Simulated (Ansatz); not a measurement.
# AlFH2S, SMILES [F][AlH][SH]: an active-space calculation

Program: Ansatz 0.2.0, Python API.

The script reads `alfh2s.xyz`:
```text
5

F    -1.24950   -1.20760    1.26600
Al   -0.53950   -0.34410   -0.15640
S     1.66470    0.05160   -0.18180
H    -1.35940    0.12830   -1.39780
H     1.53360    1.29820    0.42850
```

Typed at the interpreter:
```pycon
>>> import warnings
>>> import ansatz
>>> warnings.simplefilter("ignore", ansatz.DeckWarning)
>>> mol = ansatz.Crystal.molecule_from_extxyz("alfh2s.xyz")
>>> calc = mol.calculation().basis(gaussian="cc-pVDZ").correlation(active_electrons=6, active_orbitals=6)
>>> for method in ["sc_nevpt2"]:
...     report = (calc if method is None else calc.correlation(method)).run(threads=1).report
...     space = report["configurations"]
...     state = space["states"][0]
...     print(method or "casscf", f"total {report['free_energy_ev'] / 27.211386246:.6f} Ha, active-space state {state['energy']['hartree']:.6f} Ha, mean field {report['reference_energy_ev'] / 27.211386246:.6f} Ha")
...     print("  determinants", state["n_determinants"], " natural occupations", [round(n, 3) for n in space["natural_occupations"]])
...
RunWarning: the results are in doubt because another end's mean lies 1.378 eV lower, and its corrected mean 0.370 eV higher
sc_nevpt2 total -740.536862 Ha, active-space state -740.200303 Ha, mean field -740.151396 Ha
  determinants 400  natural occupations [1.985, 1.976, 1.973, 0.027, 0.026, 0.013]
```

What to keep in mind:
- These settings explore the input space; basis and method may be short of convergence.
- Warnings are shown shortened and without file and line.
- The geometry is a force-field or estimated start, not a minimum of this method, and the basis set is short of its limit. The active space starts as a window about the frontier orbitals and is then optimised, not chosen by chemistry.
- A lower CASSCF solution was found and passed over, so the printed active-space state isn't the lowest.
- The script silences the warnings on its input, which a real study should read.
- Timing: 11 s on 1 thread of Arm Neoverse V2, on a shared host, peak memory 0.19 GiB.

(Lines on the test bed's own set-up are left out of the output.)
